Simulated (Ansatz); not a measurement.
## bcc W

These are rVV10 (Ansatz, a program for electronic structure, plane waves, PAW) values and carry that method's errors.

Numerical settings: plane-wave cutoff 520 eV, 24×24×24 k mesh, Fermi–Dirac smearing 0.05 eV, no spin polarisation, scalar-relativistic PAW data made under PBE.

Cell (relaxed at this level):

```
W
1.0
   -1.60160     1.60160     1.60160
    1.60160    -1.60160     1.60160
    1.60160     1.60160    -1.60160
W
1
Direct
  0.00000   0.00000   0.00000
```

| Item | Value |
|---|---|
| bulk modulus | 298 GPa |
| band gap | zero (no gap) |
| pressure derivative B′ of the bulk modulus | 4.2 |

Measured, for comparison: bulk modulus 312 GPa (zero-point energy and finite temperature contributions removed, our sources range from 300 to 328; as tabulated in doi:10.1021/acs.jctc.3c00612). Computed (rounded) less measured: bulk modulus -4 % (-0.7 % to -9 % over the range).

Spin–orbit coupling is not included.

Static lattice: no zero-point or thermal effects.

The result took around 60 core-seconds (rough).
